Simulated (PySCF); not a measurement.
# TDDFT excited states: C4H5NS

Species: C4H5NS.
InChI=1S/C4H5NS/c5-4-1-2-6-3-4/h1-3H,5H2

Computed with TDDFT B3LYP/def2-SVPD, vertical, gas phase, core orbitals frozen in the response (PySCF 2.14.0, density-fitted response routines). Isolated species at its GFN2-xTB geometry, gas phase. Torsions of this conformer, `[NH2:1][c:2]1[cH:3][cH:4][s:5][cH:6]1`: H–N1–C2–C3 -163°, H–N1–C2–C3 -30°.

**Question.** List the vertical singlet excitations with oscillator strengths and describe the spectrum.

**Answer.** 

| state | E (eV) | λ (nm) | ν̃ (cm⁻¹) | f | \|μ\| (D) | main configurations (H = HOMO, L = LUMO) |
| --- | --- | --- | --- | --- | --- | --- |
| S1 | 4.79 | 258.9 | 38630 | 0.068 | 1.94 | H→L (93%) |
| S2 | 4.86 | 255.0 | 39210 | 0.0022 | 0.35 | H→L+1 (97%) |
| S3 | 5.34 | 232.0 | 43100 | 0.0085 | 0.65 | H→L+2 (94%) |
| S4 | 5.71 | 217.3 | 46020 | 0.0036 | 0.41 | H→L+3 (95%) |
| S5 | 5.93 | 209.2 | 47790 | 0.050 | 1.50 | H-1→L (77%), H→L+5 (14%) |
| S6 | 5.94 | 208.8 | 47890 | 0.0049 | 0.47 | H-1→L+1 (81%) |
| S7 | 6.02 | 205.8 | 48580 | 0.0020 | 0.30 | H→L+4 (85%) |
| S8 | 6.35 | 195.3 | 51210 | 0.032 | 1.15 | H→L+5 (48%), H→L+6 (22%), H-1→L+2 (18%) |

Triplets, Tamm–Dancoff:

| state | E (eV) | λ (nm) | main configurations (H = HOMO, L = LUMO) |
| --- | --- | --- | --- |
| T1 | 3.48 | 355.9 | H→L (91%) |
| T2 | 4.29 | 289.3 | H-1→L (91%) |
| T3 | 4.66 | 266.3 | H→L+1 (96%) |

The lowest singlet comes at 259 nm (462 kJ/mol) in the ultraviolet; it is of moderate strength; its leading configuration is HOMO→LUMO (93%). The lowest level is also the most intense of those listed (f = 0.068). Löwdin shares by element: HOMO carbon 38% or more, nitrogen 25%, sulfur 17% (atoms not listed hold the other 20%); LUMO carbon 58% or more, sulfur 21% (atoms not listed hold the other 21%). The oscillator strengths of these states sum to 0.172; summed over the whole spectrum of an exact calculation they would give the number of electrons, 52 (Thomas–Reiche–Kuhn). The listed states span 1.56 eV, and the widest gap between neighbours is 0.48 eV (S2 to S3). Weighted by f, the mean energy of these states is 5.51 eV. Singlets were solved by full linear response, triplets in the Tamm–Dancoff approximation.
